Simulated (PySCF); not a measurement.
**A small calculation by hand: entropy of an ideal gas**

N2O, SMILES N#[N+][O-].

Geometry optimised at PBE0-D3(BJ)/def2-TZVP.

PBE0-D3(BJ)/def2-TZVP run with PySCF gives the harmonic wavenumbers 641, 641, 1377, 2410 cm⁻¹ and the rotational temperature 0.6163 K. The molar mass is 44.01 g/mol, the symmetry number 1, the spin multiplicity 1.

Problem. Work out the entropy at 298.15 K and 1 atm in the rigid-rotor, harmonic-oscillator model.

Solution. 
Translation (Sackur–Tetrode at 1 atm): S = R[1.5 ln M + 2.5 ln T − 1.16487] = 155.9 J/(mol K).
Rotation: q = T/(σ θ) = 484, S = R[ln q + 1] = 59.7 J/(mol K).
Vibration: with u = 1.4388 ν/T, each mode gives R[u/(e^u − 1) − ln(1 − e^−u)]:
```
ν (cm⁻¹)  modes     u  S (J/(mol K))
--------  -----  ----  -------------
641           2  3.09           3.22
1377          1  6.64           0.08
```
The stiffer modes add less than 0.005 each. Sum 3.3 J/(mol K).
Spin: R ln 1 = 0.0 J/(mol K).
Total 219.0 J/(mol K); the program's own thermochemistry gives 219.0. Translation makes up 71 % and vibration 2 %. Anharmonicity, hindered rotation and orbital degeneracy are left out.
